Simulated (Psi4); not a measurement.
# TPSS/def2-SVPD (sweep point 2) run of C2HFN+ (SMILES Fc1[cH+]n1)

Aim: the vertical electron affinity of C2HFN+ at TPSS/def2-SVPD (sweep point 2), from 2 runs. 

Program for the calculation: Psi4 1.11.

**1. The structure to begin with**

C2HFN+: 5 atoms, total charge +1, spin state singlet. As SMILES, `Fc1[cH+]n1`. The coordinates come from a GFN2-xTB relaxation.

Bond lengths: F1–C2 1.237 Å, C2–C3 1.374 Å, C2–N4 1.339 Å, C3–N4 1.333 Å, C3–H5 1.083 Å. Angles: F1–C2–C3 154.3°, F1–C2–N4 146.9°, C3–C2–N4 58.8°, C2–C3–N4 59.3°, C2–N4–C3 61.9°, C2–C3–H5 155.9°, N4–C3–H5 144.8°.

**2. A single-point energy at TPSS/def2-SVPD (sweep point 2)**

File job.inp:

```
memory 1600 MB

molecule m {
  1 1
  F      0.28262744    -2.92259373     1.95543190
  C     -0.09562014    -1.16136898     0.46577970
  C      0.18009090     1.27237150    -0.39812750
  N     -1.24113432    -0.38550413    -1.65201748
  H      0.87403613     3.19709535    -0.37106662
  units bohr
  symmetry c1
}

set {
  basis def2-SVPD
  reference rks
  puream true
  scf_type pk
  dft_radial_points 99
  dft_spherical_points 590
}

e, wfn = energy('tpss', return_wfn=True)
```

The run is started by

```console
$ psi4 -i job.inp -o job.out -n 1
```

job.out:

```text
[...]
  Running in c1 symmetry.
[...]
  Nuclear repulsion =  102.200524204000004
[...]
  Multiplicity = 1
[...]
  Nalpha       = 14
  Nbeta        = 14
[...]
    Number of basis functions: 91
[...]
   @RKS iter   1:  -230.76191549190443    3.86348e-01   4.27463e-03 ADIIS/DIIS
[...]
   @RKS iter   9:  -230.83180410929526   -1.96457e-09   1.21990e-07 DIIS
[...]
    Orbital Energies [Eh]
    ---------------------
    Doubly Occupied:
       1A    -24.798284     2A    -14.490180     3A    -10.486134
       4A    -10.414778     5A     -1.517877     6A     -1.307108
       7A     -0.891888     8A     -0.879452     9A     -0.802581
      10A     -0.784105    11A     -0.748367    12A     -0.682876
      13A     -0.678170    14A     -0.560201
[...]
  @RKS Final Energy:  -230.83180410929526
   => Energetics <=
    Nuclear Repulsion Energy =            102.2005242040000041
    One-Electron Energy =                -508.6670132725963072
    Two-Electron Energy =                 203.8191223390558378
    DFT Exchange-Correlation Energy =     -28.1844373797548293
    Empirical Dispersion Energy =           0.0000000000000000
    VV10 Nonlocal Energy =                  0.0000000000000000
    Total Energy =                       -230.8318041092952626
[...]
 Multipole Moments:
 ------------------------------------------------------------------------------------
     Multipole            Electronic (a.u.)      Nuclear  (a.u.)        Total (a.u.)
 ------------------------------------------------------------------------------------
 L = 1.  Multiply by 2.5417464519 to convert [e a0] to [Debye]
 Dipole X            :          0.1484469            0.2936069            0.4420538
 Dipole Y            :         -1.7711016            3.0410754            1.2699738
 Dipole Z            :          1.1506114           -1.1565381           -0.0059267
 Magnitude           :                                                    1.3447230
[...]
```

Wall time 47 s (1 thread of Intel Xeon Platinum 8175M at 2.50GHz (Skylake/Cascade Lake), shared host); peak memory 0.93 GiB.

**3. Doublet neutral C2HFN at the same level**

File calc.in:

```
memory 1600 MB

molecule system {
  0 2
  F      0.28262744    -2.92259373     1.95543190
  C     -0.09562014    -1.16136898     0.46577970
  C      0.18009090     1.27237150    -0.39812750
  N     -1.24113432    -0.38550413    -1.65201748
  H      0.87403613     3.19709535    -0.37106662
  units au
  symmetry c1
}

set {
  reference uks
  puream true
  scf_type pk
  dft_radial_points 99
  dft_spherical_points 590
  maxiter 150
}

e, wfn = energy("tpss/def2-SVPD", return_wfn=True)
```

The run is started by

```console
$ psi4 -n 1 calc.in calc.out
```

calc.out:

```text
[...]
  Running in c1 symmetry.
[...]
  Nuclear repulsion =  102.200524204000004
[...]
  Multiplicity = 2
[...]
  Nalpha       = 15
  Nbeta        = 14
[...]
    Number of basis functions: 91
[...]
   @UKS iter   1:  -230.83569166477798    3.12572e-01   7.68188e-03 DIIS/ADIIS
[...]
   @UKS iter  12:  -231.08676307233154   -1.08886e-08   5.03724e-07 DIIS
[...]
   @S^2 Observed:                7.658241259E-01
[...]
    Orbital Energies [Eh]
    ---------------------
    Alpha Occupied:
       1A    -24.539020     2A    -14.131043     3A    -10.175796
       4A    -10.059674     5A     -1.262297     6A     -0.977278
       7A     -0.637720     8A     -0.579938     9A     -0.520522
      10A     -0.510898    11A     -0.465408    12A     -0.391044
      13A     -0.383255    14A     -0.258690    15A     -0.115706
    Alpha Virtual:
      16A     -0.069056    17A     -0.005110    18A      0.033085
      19A      0.071920    20A      0.091894    21A      0.099771
      22A      0.106803    23A      0.141451    24A      0.159652
      25A      0.185831    26A      0.190234    27A      0.215268
[...]
  @UKS Final Energy:  -231.08676307233154
   => Energetics <=
    Nuclear Repulsion Energy =            102.2005242040000041
    One-Electron Energy =                -517.2320407709363508
    Two-Electron Energy =                 212.4930327191403023
    DFT Exchange-Correlation Energy =     -28.5482792245354524
    Empirical Dispersion Energy =           0.0000000000000000
    VV10 Nonlocal Energy =                  0.0000000000000000
    Total Energy =                       -231.0867630723315358
[...]
 Multipole Moments:
 ------------------------------------------------------------------------------------
     Multipole            Electronic (a.u.)      Nuclear  (a.u.)        Total (a.u.)
 ------------------------------------------------------------------------------------
 L = 1.  Multiply by 2.5417464519 to convert [e a0] to [Debye]
 Dipole X            :          0.1685626            0.2936069            0.4621695
 Dipole Y            :         -2.9069048            3.0410754            0.1341705
 Dipole Z            :          1.7763742           -1.1565381            0.6198361
 Magnitude           :                                                    0.7847287
[...]
```

Run time: 91 s. Hardware: 1 thread of Intel Xeon Platinum 8175M at 2.50GHz (Skylake/Cascade Lake), shared host; peak memory 0.93 GiB.

**4. Results**

At TPSS/def2-SVPD (sweep point 2):

```
                                                 quantity          value
                             singlet C2HFN+: total energy  -230.83180 Eh
                              singlet C2HFN+: HOMO energy      -15.24 eV
                              singlet C2HFN+: LUMO energy      -10.76 eV
                            singlet C2HFN+: HOMO–LUMO gap        4.49 eV
                      doublet neutral C2HFN: total energy  -231.08676 Eh
                     doublet neutral C2HFN: dipole moment         1.99 D
doublet neutral C2HFN: HOMO energy (highest over α and β)       -3.15 eV
 doublet neutral C2HFN: LUMO energy (lowest over α and β)       -1.88 eV
                              doublet neutral C2HFN: ⟨S²⟩          0.766
      vertical electron affinity (to the doublet neutral)       6.938 eV
```

At fixed nuclei the extra electron is bound by 6.94 eV (669 kJ/mol).
